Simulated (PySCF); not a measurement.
Isomers of C4H12N2, from PBE0-D3(BJ)/def2-SVP geometry optimisation, gas phase in PySCF. One conformer each, no zero-point energy, no frequencies.

Question: Which isomer lies lowest at this level?
A. `[CH3:1][CH2:2][NH:3][N:4]([CH3:5])[CH3:6]` with C1–C2–N3–N4 -179°, C2–N3–N4–C5 -84°: A = 7341, B = 1903, C = 1654 MHz, dipole 1.12 D
B. `[CH3:1][NH:2][CH2:3][CH2:4][CH2:5][NH2:6]` with C1–N2–C3–C4 71°, N2–C3–C4–C5 67°, C3–C4–C5–N6 -64°, C4–C5–N6–H 177° and -65°: A = 5219, B = 2341, C = 1921 MHz, dipole 2.63 D
C. `[CH3:1][NH:2][CH2:3][CH2:4][NH:5][CH3:6]` with C1–N2–C3–C4 179°, N2–C3–C4–N5 66°, C3–C4–N5–C6 -74°: A = 6354, B = 1934, C = 1615 MHz, dipole 1.33 D

Answer: B. That is N-methyl-1,3-propanediamine (`CNCCCN`), 7.2 kcal/mol below the next.

```tsv
SMILES	mapped SMILES	E (Eh)	relative (kcal/mol)	relative (kJ/mol)	dipole (D)
CNCCCN	[CH3:1][NH:2][CH2:3][CH2:4][CH2:5][NH2:6]	-268.63266	0.0	0.0	2.63
CNCCNC	[CH3:1][NH:2][CH2:3][CH2:4][NH:5][CH3:6]	-268.62115	7.2	30.2	1.33
CCNN(C)C	[CH3:1][CH2:2][NH:3][N:4]([CH3:5])[CH3:6]	-268.60098	19.9	83.2	1.12
```

As drawn, the highest has an N–N linkage, which the lowest lacks.
